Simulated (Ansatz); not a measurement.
A made-up structure of Si2H3S, doublet:

| atom | x (Å) | y (Å) | z (Å) |
| --- | --- | --- | --- |
| Si1 | -0.6397 | 0.1115 | -0.9246 |
| Si2 | 0.6551 | -0.1945 | 0.8870 |
| S3 | 1.2782 | 1.2713 | 2.0217 |
| H4 | -1.1488 | -1.0070 | -1.7522 |
| H5 | -1.1226 | 1.4529 | -1.3130 |
| H6 | 0.0710 | 1.2330 | -0.4212 |

It is relaxed with PBE-D4/def2-SVP and then PBE0-D4/def2-TZVP (Ansatz 0.2.0). Atoms count as bonded within 1.22 times the sum of their covalent radii (H–H: 0.88 Å). The end point is not checked to be a true minimum.

Problem. Does its bonding change? (Judge from chemistry; the calculation decides.)

Solution. Computed: No: no bond forms or breaks.

Where it ends: The first stage lowers the energy by 2.94 eV in 10 steps. It ends as Si₂H₃S ([SiH3][Si][S]):
| atom | x (Å) | y (Å) | z (Å) |
| --- | --- | --- | --- |
| Si1 | -0.4438 | 0.3572 | -0.9346 |
| Si2 | 0.3019 | -0.2326 | 1.2661 |
| S3 | 1.0025 | 1.2984 | 2.2666 |
| H4 | -0.9562 | -0.8433 | -1.6428 |
| H5 | -1.5268 | 1.3627 | -0.7890 |
| H6 | 0.7157 | 0.9248 | -1.6685 |

Labels in which every atom is bracketed show which atoms are joined, not bond orders.

For scale, one of the runs: PBE0-D4/def2-TZVP relaxation, 129 basis functions, launched by `ansatz run in.yaml --threads 2 --pin off --events-out ev --progress --plain --max-ram 4352MiB`. Hardware: 2 CPU threads of an Arm Neoverse V1, shared host. Wall time about 29 s.
